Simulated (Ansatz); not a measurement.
# HNSi, singlet: the ladder up to RCCSDTQ

Geometry: a PBE0/def2-TZVP stationary point for this spin, not checked as a minimum.

```yaml
atoms:
  - { symbol: Si, position_ang: [0.0000, 0.0000, -1.3636] }
  - { symbol: N, position_ang: [0.0000, 0.0000, 0.1820] }
  - { symbol: H, position_ang: [0.0000, 0.0000, 1.1816] }
```

Basis cc-pVDZ; Ansatz 0.2.0. Only valence electrons are correlated (noble-gas cores frozen), which leaves 10 electrons in 31 orbitals. R marks a restricted (for open shells ROHF) determinant. Active spaces: valence = (10e, 9o) chosen from the atoms' valence shells.

Full CI isn't at hand for all of this; RCCSDTQ serves as the reference, and is uncertain by about the last step of the cluster series.

```
UHF ⟨S²⟩                          : 0.000
T1 diagnostic (RCCSD)             : 0.0251
largest doubles amplitude (RCCSD) : 0.083
```

Q: From what is known of these methods and the diagnostics, rank them by the size of their error in total energy against RCCSDTQ in cc-pVDZ, smallest first (an estimate: the text doesn't fix the numbers).
A. RCCSD
B. MRCISD+Q (valence space)
C. RMP2
D. RHF
E. CASSCF (valence space)

A: B (3.31 mEh), A (13.77 mEh), C (27.87 mEh), E (147.63 mEh), D (282.16 mEh).

All errors are against RCCSDTQ in cc-pVDZ. Within each family the higher level lies nearer, as is usual though not guaranteed.

Natural occupations of CASSCF (valence space) about the gap: 1.996 1.981 1.976 1.949 1.949 0.052 0.052 0.022 0.022; effectively unpaired electrons, Σ n²(2−n)², 0.05.

Atomization energy (electronic, same basis, no zero-point term; atoms at the same level, unrestricted beside the R rows where the molecule is a closed shell, with restricted open-shell steps beyond CCSDT(Q)) at RCCSDTQ: 852.3 kJ/mol. Errors of other levels:

| level | error (kJ/mol) |
| --- | --- |
| RHF | -339.1 |
| RMP2 | 24.9 |
| CISD | -84.2 |
| RCCSD | -30.3 |
| RCCSD(T) | -3.2 |
| BCCD(T) | -2.9 |
| RCCSDT | -3.0 |
| RCCSDT(Q) | 0.8 |
| CASSCF (valence space) | -4.0 |
| NEVPT2 (valence space) | -21.6 |
| MRCISD (valence space) | -23.4 |
| MRCISD+Q (valence space) | -15.9 |

This basis is far from its limit, so the value isn't to be set against a measured one. Truncated CI isn't size-consistent, which counts against it in atomization.
